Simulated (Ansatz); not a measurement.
For hexagonal-diamond C (model structure), rVV10 (PAW; Ansatz, an electronic-structure program) gives:

- lattice constant a = 2.521 Å
- c axis length = 4.196 Å

Q: What does HSE06 (plane waves, PAW; Ansatz) give for the same quantities?

A: 
- lattice constant a: 2.493 Å (decreases by 1.1 %)
- lattice parameter c: 4.150 Å (shrinks by 1.1 %)

Changes are worked out from the printed values.

Unless a cell is named, each level is at its own relaxed cell (rVV10 5.77, HSE06 5.59 Å³/atom).

Ansatz's density-functional and Hartree–Fock values are scalar-relativistic unless marked +SOC, with PAW data made under PBE.

A model structure was made by putting elements into a prototype or built by hand; here it ended with the formula and space group of a phase in our tables.
